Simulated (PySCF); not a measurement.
Bonds broken one at a time in the series Si F-OH. Gas-phase values, no solvent. One relaxed conformer stands for each flexible species; it need not be the lowest. Strings in code marks are SMILES.

The highest occupied spin orbital from two functionals at the same geometries (PBE0-D3(BJ)/def2-TZVP), both in PySCF: PBE-D3(BJ)/def2-TZVP and ωB97X-D3(BJ)/def2-TZVP. 

```json
[
 {"species": "radical fragment (`F[Si](F)F`)", "PBE-D3(BJ)/def2-TZVP (eV)": "-6.44"},
 {"species": "radical fragment (`[OH]`)", "PBE-D3(BJ)/def2-TZVP (eV)": "-7.16"},
 {"species": "radical fragment (`F[Si](O)F` (H–O–Si–F torsion 61°))", "PBE-D3(BJ)/def2-TZVP (eV)": "-5.71"},
 {"species": "radical fragment (`O[Si](O)F` (H–O–Si–F torsion 72°, F–Si–O–H torsion 164°))", "PBE-D3(BJ)/def2-TZVP (eV)": "-5.08"},
 {"species": "radical fragment (`O[Si](O)O`)", "PBE-D3(BJ)/def2-TZVP (eV)": "-4.66"}
]
```

Q: What does ωB97X-D3(BJ)/def2-TZVP give for each?

A: 
- radical fragment (`F[Si](F)F`): -10.19
- radical fragment (`[OH]`): -11.83
- radical fragment (`F[Si](O)F` (H–O–Si–F torsion 61°)): -9.40
- radical fragment (`O[Si](O)F` (H–O–Si–F torsion 72°, F–Si–O–H torsion 164°)): -8.71
- radical fragment (`O[Si](O)O`): -8.21
Over these rows, drawn at random from the members with no instability flagged (it was tested for open shells, ions and some series alone), PBE minus ωB97X-D3(BJ): mean +3.86 eV, from +3.55 eV to +4.67 eV.
